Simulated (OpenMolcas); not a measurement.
**BH2 (boron dihydride): levels of theory compared**

We compute a comparison of 6 runs (ROHF/6-31G**, UPBE/6-31G**, UPBE0/6-31G**, USVWN5/6-31G**, ROMP2/6-31G**, ROCCSD(T)/6-31G**) of BH2 (boron dihydride). 

Program for the calculation: OpenMolcas 26.06.

1 further run of the same task is left out (set aside as unsound or not needed).

## (1) The structure to begin with

BH2: 3 atoms, total charge 0, spin state doublet. As SMILES, `[BH2]`. The B1–H3 distance was set to 1.739 Å, away from the relaxed value. At this shape a bond of the SMILES string is far longer than usual.

Bond lengths: B1–H2 1.159 Å. A long bond or contact: B1–H3 1.739 Å.

## (2) A single-point energy at ROHF/6-31G(d,p) (spherical functions) (run 1)

The input, step1.inp:

```
* BH2 Hartree-Fock

&GATEWAY
  BasLib=$CurrDir
  Coord
  3
  bohr
  B      1.25803226     0.30278326     0.73282823
  H      1.29049775     2.47889738     0.98291459
  H     -1.02585672    -1.54785577    -0.73629399
  Basis=6-31Gss
  Group=NoSym

&SEWARD

&SCF
  UHF
  Spin=2
  PrOrbitals=1 1

&RASSCF
  FileOrb=$Project.UnaOrb
  Spin=2
  Nactel=1 0 0
  Inactive=3
  Ras2=1
  OutOrbitals=Canonical
  OrbListing=Nothing
```

The basis set 6-31G** is read from a file made from the Basis Set Exchange's data (not shown).

The run is started by

```sh
$ export MOLCAS_MEM=1860
$ pymolcas step1.inp > step1.log
```

The log of the run:

```text
--- Start Module: gateway ---
[...]
--- Stop Module: gateway /rc=_RC_ALL_IS_WELL_ ---
[...]
      Basis functions           24
[...]
--- Start Module: scf ---
[...]
       Convergence after  12 Iterations
[...]
::    Total SCF energy                                -25.6833631092
[...]
      Total spin, S                                     0.5029459356
[...]
--- Stop Module: scf /rc=_RC_ALL_IS_WELL_ ---
--- Start Module: rasscf ---
[...]
      Number of active orbitals                  1
[...]
      Spin quantum number                      0.5
[...]
      Active orbitals                            1
[...]
      Number of CSFs                             1
[...]
      Number of root(s) required                 1
[...]
      Convergence after  8 iterations
[...]
      printout of CI-coefficients larger than  0.05 for root  1
      energy=     -25.682247
      conf/sym  1     Coeff  Weight
             1  u   1.00000 1.00000
      Natural orbitals and occupation numbers for root  1
      sym 1:   1.000000
      ************************************************************************************************************************
      *                                                    Final results                                                     *
[...]
::    RASSCF root number  1 Total energy:    -25.68224669
[...]
      Total electronic charge=    7.000000
      Total            charge=   -0.000000
[...]
      Dipole Moment (debye):
      Origin of the operator (angstrom)=    0.5735    0.1736    0.3379
                   X=  4.3578E-01               Y=  8.0262E-01               Z=  3.2824E-01           Total=  9.7049E-01
      Quadrupole Moment (debye*angstrom):
[...]
--- Stop Module: rasscf /rc=_RC_ALL_IS_WELL_ ---
[...]
```

Run time: 2.4 s. Hardware: 1 thread of Arm Neoverse V1, shared host; peak memory 0.37 GiB.

## (3) A single-point energy at UPBE/6-31G(d,p) (spherical functions) (run 2)

The input, test.inp:

```
&GATEWAY
 BasLib=$CurrDir
 Coord
 3
 bohr
 B      1.25803226     0.30278326     0.73282823
 H      1.29049775     2.47889738     0.98291459
 H     -1.02585672    -1.54785577    -0.73629399
 Basis=6-31Gss
 Group=NoSym

&SEWARD
 GridInput
 Grid=UltraFine
 End of Grid

&SCF
 UHF
 Spin=2
 KSDFT=PBE
 Thresholds=1e-10 1e-07 1e-07 1e-05
 PrOrbitals=1 1
```

The basis set 6-31G** is read from a file made from the Basis Set Exchange's data (not shown).

The run is started by

```sh
$ export MOLCAS_MEM=1860
$ pymolcas test.inp > test.log
```

The log of the run:

```text
--- Start Module: gateway ---
[...]
--- Stop Module: gateway /rc=_RC_ALL_IS_WELL_ ---
--- Start Module: seward ---
[...]
      Basis functions           24
--- Stop Module: seward /rc=_RC_ALL_IS_WELL_ ---
--- Start Module: scf ---
[...]
       Convergence after  12 Iterations
[...]
::    Total KS-DFT energy                             -25.8159257128
[...]
      Total spin, S                                     0.5004178261
[...]
      Total electronic charge=    7.000000
      Total            charge=   -0.000000
[...]
      Dipole Moment (debye):
      Origin of the operator (angstrom)=    0.5735    0.1736    0.3379
                   X=  1.6850E-01               Y=  7.6323E-01               Z=  1.7520E-01           Total=  8.0101E-01
      Quadrupole Moment (debye*angstrom):
[...]
--- Stop Module: scf /rc=_RC_ALL_IS_WELL_ ---
[...]
```

Run time: 4.8 s. Hardware: 1 thread of Arm Neoverse V1, shared host; peak memory 0.37 GiB.

Runs 3 to 5 aren't shown in full; the table further down has their settings and results.

## (4) A single-point energy at ROCCSD(T)/6-31G(d,p) (spherical functions) (run 6)

The input, test.inp:

```
&gateway
  baslib=$CurrDir
  coord
  3
  bohr
  B      1.25803226     0.30278326     0.73282823
  H      1.29049775     2.47889738     0.98291459
  H     -1.02585672    -1.54785577    -0.73629399
  basis=6-31Gss
  group=NoSym

&seward

&scf
  uhf
  spin=2
  thresholds=1e-10 1e-07 1e-07 1e-05
  prorbitals=1 1

&rasscf
  fileorb=$Project.UnaOrb
  spin=2
  nactel=1 0 0
  inactive=3
  ras2=1
  outorbitals=Canonical
  orblisting=Nothing

&motra
  jobiph
  frozen=1

&ccsdt
  cct
  triples=3
  iterations=80
  accuracy=1e-08
  extrapolation=5 4
```

The basis set 6-31G** is read from a file made from the Basis Set Exchange's data (not shown).

The run is started by

```sh
$ export MOLCAS_MEM=1860
$ pymolcas test.inp > test.log
```

The log of the run:

```text
--- Start Module: gateway ---
[...]
--- Stop Module: gateway /rc=_RC_ALL_IS_WELL_ ---
[...]
      Basis functions           24
[...]
       Convergence after  15 Iterations
[...]
::    Total SCF energy                                -25.6833631093
[...]
      Total spin, S                                     0.5029459345
[...]
      Number of active orbitals                  1
[...]
      Spin quantum number                      0.5
[...]
      Active orbitals                            1
[...]
      Number of CSFs                             1
[...]
      Number of root(s) required                 1
[...]
      Convergence after  8 iterations
[...]
      printout of CI-coefficients larger than  0.05 for root  1
      energy=     -25.682247
      conf/sym  1     Coeff  Weight
             1  u   1.00000 1.00000
      Natural orbitals and occupation numbers for root  1
      sym 1:   1.000000
      ************************************************************************************************************************
      *                                                    Final results                                                     *
[...]
::    RASSCF root number  1 Total energy:    -25.68224669
[...]
      Total electronic charge=    7.000000
      Total            charge=   -0.000000
[...]
      Dipole Moment (debye):
      Origin of the operator (angstrom)=    0.5735    0.1736    0.3379
                   X=  4.3578E-01               Y=  8.0262E-01               Z=  3.2824E-01           Total=  9.7049E-01
      Quadrupole Moment (debye*angstrom):
[...]
--- Start Module: motra ---
[...]
      *** WARNING: Default frozen orbitals is overwritten by user input.
      *** Default values:   1
[...]
--- Stop Module: motra /rc=_RC_ALL_IS_WELL_ ---
--- Start Module: ccsdt ---
[...]
      Convergence after                    19  Iterations
      Total energy (diff) :     -25.77224463      -0.00000000
[...]
 METHOD                       : CCSD+T(CCSD)+<T3(1)WT1>+<T3(1)UT2> = CCSD(T)
[...]
       CCSD     =       -25.7722446338254
[...]
--- Stop Module: ccsdt /rc=_RC_ALL_IS_WELL_ ---
[...]
```

Run time: 2.7 s. Hardware: 1 thread of Arm Neoverse V1, shared host; peak memory 0.37 GiB.

## (5) The series

```
run                                    level  integration grid  SCF convergence threshold  energy (Eh)  dipole moment (D)  wall time
  1       ROHF/6-31G** (spherical functions)                 –                          –   -25.682247               0.97      2.4 s
  2       UPBE/6-31G** (spherical functions)         UltraFine                      1e-10   -25.815926               0.80      4.8 s
  3      UPBE0/6-31G** (spherical functions)         UltraFine                      1e-10   -25.824229               0.82      5.4 s
  4     USVWN5/6-31G** (spherical functions)         UltraFine                      1e-10   -25.540416               0.76      3.9 s
  5      ROMP2/6-31G** (spherical functions)                 –                      1e-10   -25.752707                  –      2.6 s
  6  ROCCSD(T)/6-31G** (spherical functions)                 –                      1e-10   -25.774137                  –      2.7 s
```

## (6) What came out

| quantity | value |
| --- | --- |
| run 6: total energy | -25.77414 Eh |
| run 6: (T) correction | -1.89 mEh |

What this shows: Over runs 1, 2, 3, 4 the dipole moment (its size) runs from 0.76 D (USVWN5/6-31G**) to 0.97 D (ROHF/6-31G**). Totals of different functionals can't be ranked against each other. All runs together took 22 s, the longest 5.4 s.
